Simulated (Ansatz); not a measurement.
Start from `COC(F)(F)Cl` and change one atom or group to get `COC(O)(F)F`.

Ansatz, PBE0-D4/def2-TZVP geometries, multiplicity 1. Each molecule was computed in one conformer, which needn't be the lowest.

```
                                                                                  property  `COC(F)(F)Cl`
ideal-gas entropy at 298 K and 1 bar (rigid rotor, harmonic PBE0-D4/def2-TZVP) / J/(mol·K)            335
                                                       HOMO–LUMO gap (PBE/def2-TZVPP) / eV           6.92
                                                      HOMO–LUMO gap (PBE0/def2-TZVPP) / eV           9.77
                                                     HOMO energy (ωB97M-V/def2-TZVPP) / eV         -11.63
                                            zero-point energy (PBE0-D4/def2-TZVP) / kJ/mol          145.7
                                            size of the dipole moment (PBE/def2-TZVPP) / D           2.17
```

Task: What does the change do to each property? (An estimate is asked.)

Result: Computed: 
```csv
property,`COC(O)(F)F`,shift
"ideal-gas entropy at 298 K and 1 bar (rigid rotor, harmonic PBE0-D4/def2-TZVP) / J/(mol·K)",332,-3
HOMO–LUMO gap (PBE/def2-TZVPP) / eV,7.57,0.65
HOMO–LUMO gap (PBE0/def2-TZVPP) / eV,10.26,0.49
HOMO energy (ωB97M-V/def2-TZVPP) / eV,-11.59,0.04
zero-point energy (PBE0-D4/def2-TZVP) / kJ/mol,182.4,36.7
size of the dipole moment (PBE/def2-TZVPP) / D,2.50,0.33
```

With PBE0 the HOMO rises by 0.13 eV and the LUMO rises by 0.61 eV, so the gap widens by about 0.48 eV. PBE moves the HOMO by 0.23 eV and ωB97M-V by 0.04 eV. The zero-point energy changes by 36.7 kJ/mol with +3 modes. Dipoles are sizes alone; their direction can turn.

Positive LUMOs are unbound, so they and the gaps depend on the basis.
